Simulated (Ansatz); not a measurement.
A made-up structure of CH₄B₂, closed shell:

```csv
atom,x (Å),y (Å),z (Å)
B1,-0.7204,0.0462,0.0505
C2,0.2258,-0.1606,-0.9913
B3,0.6266,0.0204,0.3614
H4,-1.6889,0.1441,0.3575
H5,0.4800,-0.3412,-2.1075
H6,-0.2885,0.2054,1.2667
H7,1.3655,0.0857,1.0626
```

It is relaxed with PBE-D4/def2-SVP and then PBE0-D4/def2-TZVP (Ansatz 0.2.0). Atoms count as bonded within 1.22 times the sum of their covalent radii (H–H: 0.88 Å). The end point is not checked to be a true minimum.

(1) Does its bonding change? (A judgement: the text doesn't fix the answer.)

Results:

(1) Computed: No: no bond forms or breaks.

Where it ends: The first stage lowers the energy by 2.94 eV in 5 steps. It ends as CH₄B₂ ([H]1[BH]2[CH][BH]12):
```xyz
7
angstrom
B -0.8749 0.0467 -0.0014
C 0.2091 -0.1488 -0.9180
B 0.7881 0.0149 0.3825
H -2.0351 0.1426 0.2226
H 0.4445 -0.3160 -1.9515
H -0.2671 0.1900 1.1727
H 1.7354 0.0705 1.0931
```

Labels in which every atom is bracketed show which atoms are joined, not bond orders.

For scale, one of the runs: PBE0-D4/def2-TZVP relaxation, 117 basis functions, launched by `ansatz run in.yaml --threads 2 --pin off --events-out ev --progress --plain --max-ram 4352MiB`. Hardware: 2 CPU threads of an Arm Neoverse V2, shared host. Wall time about 7 s.
